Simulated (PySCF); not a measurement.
Molecule: SMILES C(C(C)(C)C)#N, C5H9N.

Geometry:
```tsv
atom	x (Å)	y (Å)	z (Å)
C1	0.816	1.239	0.053
C2	-0.122	0.028	0.150
C3	-0.960	-0.106	-1.128
C4	0.686	-1.255	0.396
C5	-1.031	0.232	1.289
N6	-1.742	0.387	2.189
H7	0.249	2.168	-0.105
H8	1.415	1.352	0.968
H9	1.503	1.104	-0.797
H10	-1.645	-0.964	-1.067
H11	-0.292	-0.256	-1.991
H12	-1.557	0.800	-1.307
H13	1.281	-1.179	1.317
H14	0.026	-2.130	0.482
H15	1.373	-1.419	-0.449
```

Geometry PBE0-D3(BJ)/def2-SVP throughout; GIAO in PySCF 2.14, gas phase, one conformer, non-relativistic; equivalent atoms averaged; functional PBE0.

Problem. How do the absolute shieldings σ depend on the basis set? (ppm; last column core-seconds on shared hosts with different chips, so compare them loosely)

Solution. 
```csv
basis set,functions,C5,C2,C1/C3/C4,N6,H7/H8/H9/H10/H11/H12/H13/H14/H15,core-s
STO-3G,39,140.8,201.5,208.8,73.6,31.38,5.4
6-31G,72,75.6,171.5,169.9,1.2,31.06,10
pcSseg-0,72,53.8,164.8,161.0,-40.2,31.33,5.9
6-31G*,102,78.9,168.3,166.1,5.6,30.68,16
def2-SVP,129,73.9,168.2,164.8,-4.1,30.21,21
cc-pVDZ,129,76.2,166.0,166.9,0.9,30.11,13
pcSseg-1,147,53.8,156.9,154.0,-33.0,30.00,14
"6-311+G(2d,p)",216,57.0,157.2,157.4,-20.2,30.30,43
aug-cc-pVDZ,219,71.7,164.8,166.7,3.3,30.08,29
def2-TZVP,240,57.1,157.0,156.6,-23.2,30.26,53
IGLO-III,300,51.5,153.5,153.2,-29.5,30.13,45
cc-pVTZ,306,59.2,158.0,157.5,-21.5,30.07,48
```

Problem. Which nucleus moves most, in ppm?

Solution. N6 (nitrile nitrogen): from -40.2 ppm with pcSseg-0 to 73.6 ppm with STO-3G. The smallest spread is 1.37 ppm, at H7/H8/H9/H10/H11/H12/H13/H14/H15. Proton shifts span only some 12 ppm, so a few tenths of a ppm matter as much there as several ppm in carbon.

Problem. Taking the largest basis, cc-pVTZ (306 functions), as the yardstick, rank the others by their worst heavy-atom deviation.

Solution. def2-TZVP 2.1 ppm (240 functions), 6-311+G(2d,p) 2.1 ppm (216 functions), IGLO-III 8.0 ppm (300 functions), pcSseg-1 11.6 ppm (147 functions), def2-SVP 17.4 ppm (129 functions), pcSseg-0 18.7 ppm (72 functions), cc-pVDZ 22.4 ppm (129 functions), 6-31G 22.6 ppm (72 functions), aug-cc-pVDZ 24.8 ppm (219 functions), 6-31G* 27.1 ppm (102 functions), STO-3G 95.1 ppm (39 functions).

A small basis that lands close on one nucleus may do so by chance; judge by the trend and by all nuclei.
